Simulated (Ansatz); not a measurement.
# MgPH₂+ (quintet): wave-function methods side by side, def2-TZVPP

An exercise on one series of results from a longer session: the logs are not shown, and one member is left open.

Computed with Ansatz 0.2.0, Gaussian basis. Level: def2-TZVPP, core rule «outside noble gas», up to 10 orbitals frozen.

The runs, in order: UHF; ROHF; CCSD(T) on UHF.

### What is computed

The geometry is a PBE0/def2-TZVP stationary point (not a proven minimum) of the parent state, kept for this charge and spin.

4 atoms, charge 1, spin multiplicity 5.

Atoms are counted from 1 here; the program's logs count them from 0.

Bond lengths: P1–Mg2 2.691 Å, P1–H3 1.421 Å, Mg2–H4 1.802 Å. Angles: Mg2–P1–H3 110.3°, P1–Mg2–H4 62.9°.

The first run:

Contents of in.yaml:

```yaml
crystal:
  periodic: [false, false, false]
  atoms:
    - {symbol: P, position_ang: [0.000000, 0.077819, 1.164095]}
    - {symbol: Mg, position_ang: [0.000000, 0.017370, -1.525734]}
    - {symbol: H, position_ang: [0.000000, -1.243014, 1.686975]}
    - {symbol: H, position_ang: [0.000000, -1.567191, -0.668494]}
basis:
  gaussian: {orbitals: def2-TZVPP}
total_charge: 1
magnetization: {spin_polarized: true, initial_magnetization: 4}
hamiltonian: {xc: hf}
output: {orbitals: {seedname: orbitals}}
```

Run with:

```console
$ ansatz run in.yaml --threads 1 --pin off --events-out ev --progress --plain --max-ram 2816MiB --backend cpu
```

Among the steps run: UHF; ROHF; CCSD(T) on UHF.

One of the session's tables, all rows but one given; the rest of the session is left out.

It belongs to the step «Misses and costs». 

```
  method  from UCCSD(T) (kcal/mol)
    ROHF                         ?
     UHF                    +89.40
    UMP2                    +19.11
   UCCSD                     +3.21
UCCSD(T)                         0
```

**Question.** Estimate the row for ROHF.

As computed: from UCCSD(T) (kcal/mol): +92.87. In the column «from UCCSD(T) (kcal/mol)» it is the highest.
